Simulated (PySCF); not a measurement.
## CClF2: g tensor and hyperfine couplings

CClF2 (doublet state).
SMILES with atom numbers: `[F:1][C:2]([F:3])[Cl:4]`

Level of theory: UKS B3LYP, pcH-1 on C Cl F, non-relativistic, mean-field spin-orbit, GIAO in PySCF. Isolated species at its GFN2-xTB geometry, gas phase. Couplings are sensitive to structure, and on GFN2-xTB geometries they can be far from those on DFT ones.

* g1, g2, g3: 2.00136, 2.00528, 2.00742
* g_iso: 2.00469
* Form of g: rhombic: the two nearest values differ by 35 % of g3 − g1
* ⟨S²⟩: 0.7522 (exact 0.7500)
* α and β electrons: 21, 20
* HOMO–LUMO gap, α and β orbitals: 7.54, 7.21 eV
* Total energy: -697.92780 Eh

Isotropic coupling and dipolar principal values T1 to T3, in MHz; ρ(0) is the spin density at the nucleus:

```tsv
atom	isotope	a_iso	of which spin–orbit	T1	T2	T3	Mulliken spin population	ρ(0) (bohr⁻³)
F1	19F	280.6	2.6	-218.0	-198.6	416.6	0.06	0.0661
C2	13C	611.2	0.2	-71.6	-71.6	143.2	0.78	0.5435
F3	19F	280.2	2.6	-217.9	-198.5	416.5	0.06	0.0660
Cl4	35Cl	41.1	0.2	-31.3	-25.2	56.5	0.10	0.0932
```

The largest Mulliken spin populations are on C2 (+0.78) and Cl4 (+0.10). No atom but C2 exceeds +0.15. The angles at C2 add up to 341.1°, so it is pyramidal.

Under fast tumbling the dipolar parts average out, and these isotropic splittings remain: 2 × 19F (F1/F3, I = 1/2, 3 lines) with 9.99 mT and 1 × 35Cl (Cl4, I = 3/2, 4 lines) with 1.46 mT.

Nuclei that the bonding pattern makes equivalent are averaged, as if the motion that swaps them (rotation, inversion, ring flip) were fast.

Main isotope only: 35Cl (natural samples also hold 24 % 37Cl, magnetic too, which adds its own pattern).

The 13C coupling of C2 (611.2 MHz) shows only in satellite lines or after enrichment, since that isotope makes up about 1.07 % of natural carbon.
